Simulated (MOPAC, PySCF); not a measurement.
CF₄, SMILES `FC(F)(F)F`, neutral singlet in the gas phase. 

Z-matrix (Å, degrees):
```
C
F 1 1.3373
F 1 1.3373 2 109.47
F 1 1.3373 2 109.47 3 120.00
F 1 1.3373 2 109.47 3 -120.00
```
Charge 0, multiplicity 1.

All levels are single points at this geometry (PBE-D3(BJ)/def2-TZVP); Pople sets use spherical d functions. Orbital energies aren't observables, and empty levels follow the basis.

PM6 in MOPAC gives dipole (D) = 0.00.

Task: Estimate the dipole (D) from each of these levels: PBE-D3(BJ)/def2-TZVP in PySCF; B3LYP/6-31G* in PySCF; HF/3-21G in PySCF; AM1 in MOPAC; PM7 in MOPAC.

Result: 
| level | dipole (D) |
|---|---|
| PBE-D3(BJ)/def2-TZVP in PySCF | 0.00 |
| B3LYP/6-31G* in PySCF | 0.00 |
| HF/3-21G in PySCF | 0.00 |
| AM1 in MOPAC | 0.00 |
| PM7 in MOPAC | 0.00 |
